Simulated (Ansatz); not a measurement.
For antifluorite Mg2Si, LDA in Ansatz (plane waves, PAW) gives:

```
Property                               Result
-----------------------------  --------------
lattice constant a                    6.260 Å
bulk modulus                         59.0 GPa
cohesive energy                  3.11 eV/atom
band gap at the measured cell         0.16 eV
formation enthalpy             -0.173 eV/atom
```

What does PBE0 (Ansatz, a program for electronic structure, PAW) give for the same quantities?


- lattice constant a: 6.333 Å (increases by 1.2 %)
- bulk modulus: 58.6 GPa (falls by 0.7 %)
- cohesive energy: 2.73 eV/atom (drops by 0.38 eV/atom)
- band gap at the measured cell: 1.16 eV (goes up by 1.00 eV)
- formation enthalpy: -0.197 eV/atom (moves by -0.024 eV/atom)

For comparison: bulk modulus 55 GPa (measured, temperature not stated, not corrected to a static lattice, sources range from 47.0 to 55.0; as tabulated in Råsander and Moram (2015), arXiv:1505.02379); band gap 0.77 eV (measured, temperature not stated, no zero-point or thermal correction, indirect, Γ–X; as tabulated in Ryu et al. (2019), arXiv:1905.06140); formation enthalpy -0.269 eV/atom (measured, 298 K, copied from a table, unchecked, no zero-point or thermal correction; as tabulated in Wang et al. (2021), doi:10.1038/s41598-021-94550-5).

Changes are worked out from the printed values.

Unless a cell is named, each level is at its own relaxed cell (LDA 20.44, PBE0 21.17 Å³/atom).

Density-functional gaps are differences of (generalised) Kohn–Sham levels.

Ansatz's density-functional and Hartree–Fock values are scalar-relativistic unless marked +SOC, with PAW data made under PBE.
